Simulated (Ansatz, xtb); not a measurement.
## CHO2S: which of two isomers lies lower

Structure a: `O=CO[S]`, a doublet. Structure b: `O=C(O)[S]`, a doublet. Both are isolated molecules in the gas phase, relaxed with PBE-D3(BJ)/def2-SVP; the shapes shown needn't be the lowest conformers.

a (Å):

```xyz
5

C    -2.1367   -1.2202   -2.0830
O    -2.5655   -0.1064   -2.0337
O    -0.7554   -1.4502   -2.0884
S    -0.2541   -3.0535   -2.1600
H    -2.7080   -2.1879   -2.1296
```

b (Å):

```xyz
5

C    -1.6646   -1.5228   -2.3905
O    -2.7781   -1.5052   -2.9074
O    -1.4235   -1.8460   -1.1106
S    -0.2897   -1.1049   -3.3600
H    -2.2946   -2.0543   -0.7029
```

Quicker runs give these differences E(b) − E(a): GFN2-xTB −70.5 kJ/mol; HF/STO-3G −68.2 kJ/mol (at GFN2-xTB geometries); r2SCAN-D4/def2-SVP −122.3 kJ/mol (at GFN2-xTB geometries).

Task: Estimate E(b) − E(a) at the level CCSD(T)/def2-SVP + ΔMP2/def2-TZVPP.

Result: Calculated at CCSD(T)/def2-SVP + ΔMP2/def2-TZVPP: E(b) − E(a) = −92.7 kJ/mol, so structure b lies lower.

Level by level:

| level | geometry | E(b) − E(a) (kJ/mol) | departure from the last row (kJ/mol) | job, with rough time for the two |
| --- | --- | --- | --- | --- |
| GFN2-xTB | GFN2-xTB | −70.5 | +22.1 | optimisation, 0.11 s |
| HF/STO-3G | GFN2-xTB | −68.2 | +24.5 | single point, 0.6 s |
| r2SCAN-D4/def2-SVP | GFN2-xTB | −122.3 | −29.6 | single point, 2.6 s |
| PBE-D3(BJ)/def2-SVP | PBE-D3(BJ)/def2-SVP | −111.3 | −18.6 | optimisation, 26 s |
| HF/def2-SVP | PBE-D3(BJ)/def2-SVP | −112.9 | −20.2 | part of the CCSD(T) run |
| MP2/def2-SVP | PBE-D3(BJ)/def2-SVP | −107.3 | −14.6 | part of the CCSD(T) run |
| CCSD(T)/def2-SVP | PBE-D3(BJ)/def2-SVP | −101.3 | −8.7 | single point |
| CCSD(T)/def2-SVP + ΔMP2/def2-TZVPP | PBE-D3(BJ)/def2-SVP | −92.7 |  | single point, 26 s |

As drawn, b has 1 C–S, 1 O–H in place of 1 O–S, 1 C–H.

None of the levels shown reverses the order. The largest departure from CCSD(T)/def2-SVP + ΔMP2/def2-TZVPP is that of r2SCAN-D4/def2-SVP, 29.6 kJ/mol. The last row adds to CCSD(T) the change of the MP2 difference between the two basis sets, here +8.7 kJ/mol.

With harmonic frequencies from PBE-D3(BJ)/def2-SVP (ideal gas, rigid rotor, one conformer each, 298.15 K, 1 atm): on the last row, ΔE + ΔZPE = −89.8, ΔH = −90.6, ΔG = −89.4 kJ/mol.

Open shells are spin-unrestricted, with notable spin contamination under HF/STO-3G. The correlated steps freeze 8 core orbitals. Codes used: Ansatz 0.2.0, xtb 6.7.1; the last row on 1 thread of Intel(R) Xeon(R) 6975P-C (Granite Rapids) on a shared host.
